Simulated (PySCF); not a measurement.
Gas-phase reaction: 2 SiH4 + C2H6 + 4 CH3SiH ⇌ 6 CH3SiH2

Computed with PySCF and rigid-rotor harmonic-oscillator thermochemistry at 1 bar. † marks an energy on the PBE0/def2-TZVP geometry and frequencies. CCSD(T) freezes the core. Open shells (unrestricted): CH3SiH2 (multiplicity 2); the rest are closed-shell singlets. CH3SiH, CH3SiH2: computed as isolated molecules; such fragments, hydroxides, amides, oligomers or adducts are transient or little studied in the gas. CCSD(T) isn't extrapolated to the basis-set limit; its ΔH°(298 K) is 48.1 kJ in def2-SVP and 40.9 kJ in def2-TZVPP. The harmonic model lacks anharmonicity and excited electronic states, which grow with temperature; levels with a mode under 35 cm⁻¹ are left out. Internal rotation in C2H6, CH3SiH, CH3SiH2 is treated as a harmonic vibration of one conformer, which makes the entropy rough.

| level | ΔE electronic, kJ | ΔH°(298 K), kJ | ΔS°(298 K), J/K | ΔG°(600 K), kJ |
|---|---|---|---|---|
| CCSD(T)/def2-SVP† | 43 | 48 | -74 | 91 |
| CCSD(T)/def2-TZVPP† | 35 | 41 | -74 | 84 |
| PBE0/def2-SVP† | -52 | -47 | -74 | -4 |
| r2SCAN/def2-TZVP† | -120 | -114 | -74 | -72 |
| LDA/def2-TZVP† | -16 | -11 | -74 | 32 |
ΔH° is lowest at r2SCAN/def2-TZVP† and highest at CCSD(T)/def2-SVP†. No reference value is set beside these.
